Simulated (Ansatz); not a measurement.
Si2OH6⁺, that is (H3Si)2O with one electron fewer. The state is a doublet with charge 1. Geometry r2SCAN-D4/def2-TZVP, that of the neutral singlet; atoms count from 1.

```xyz
9

Si   -0.915    0.004    1.273
H     0.074    0.005    2.381
H    -1.997   -0.962    1.574
H    -1.488    1.368    1.138
O    -0.196   -0.452   -0.124
Si    0.885   -0.073   -1.292
H     0.973   -1.216   -2.230
H     0.442    1.140   -2.025
H     2.221    0.186   -0.695
```

(1) Estimate the Mulliken populations from the PBE0/def2-TZVP orbitals of Ansatz.

(2) Where does the spin sit?

(3) And the Mayer bond orders between bonded heavy atoms (over 0.3)?

Results:

(1) 
| atom | charge (e) | spin (α − β) |
| --- | --- | --- |
| Si1 | 0.28 | 0.02 |
| H2 | 0.13 | 0.17 |
| H3 | 0.08 | 0.00 |
| H4 | 0.11 | 0.11 |
| O5 | -0.20 | 0.39 |
| Si6 | 0.28 | 0.02 |
| H7 | 0.07 | 0.00 |
| H8 | 0.12 | 0.15 |
| H9 | 0.12 | 0.14 |
Mulliken values and Mayer orders depend strongly on the basis.

(2) Summed by element: Si 0.04, H 0.57, O 0.39, of 1 unpaired in all. Largest on single atoms: O5 0.39, H2 0.17, H8 0.15.

(3) Si1–O5 1.14 (1.64 Å); O5–Si6 1.14 (1.64 Å).
